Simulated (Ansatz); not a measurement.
`C=C(C)C(O)=S`. Charge 0, multiplicity 1. The structure was optimised at the PBE0-D4/def2-TZVP level. It is one conformer, not always the lowest.

```xyz
12

C    -1.367   -0.564   -0.410
C    -0.162   -0.027   -0.203
C     0.621    0.639   -1.287
C     0.436   -0.082    1.140
O    -0.330   -0.692    2.045
S     1.899    0.533    1.531
H    -1.823   -0.533   -1.393
H    -1.921   -1.043    0.386
H     0.067    0.611   -2.226
H     0.836    1.678   -1.032
H     1.586    0.149   -1.429
H     0.160   -0.669    2.879
```

(1) What is the dipole moment at r2SCAN/def2-TZVPP? (Estimate.)

(2) And with PBE, B3LYP, ωB97M-V? (Estimate.)

(3) Give the Mulliken charges with r2SCAN, ωB97M-V, B3LYP in def2-TZVPP. (Estimate.)

Answers

(1) Ansatz gave: 1.96 D, with components (-1.73, -0.68, -0.64) D in this frame, pointing from negative to positive charge.

(2) Computed: PBE 1.81 D, B3LYP 1.87 D, ωB97M-V 1.89 D.

(3) The calculation gave: 
| atom | r2SCAN | ωB97M-V | B3LYP |
| --- | --- | --- | --- |
| C1 | -0.13 | -0.17 | -0.17 |
| C2 | -0.05 | -0.04 | -0.05 |
| C3 | -0.08 | -0.27 | -0.19 |
| C4 | 0.24 | 0.20 | 0.24 |
| O5 | -0.25 | -0.23 | -0.23 |
| S6 | -0.29 | -0.24 | -0.29 |
| H7 | 0.08 | 0.10 | 0.10 |
| H8 | 0.10 | 0.12 | 0.12 |
| H9 | 0.04 | 0.08 | 0.07 |
| H10 | 0.07 | 0.12 | 0.10 |
| H11 | 0.07 | 0.12 | 0.10 |
| H12 | 0.21 | 0.19 | 0.20 |

B3LYP here is the variant with VWN-RPA as its local correlation; programs differ in this.
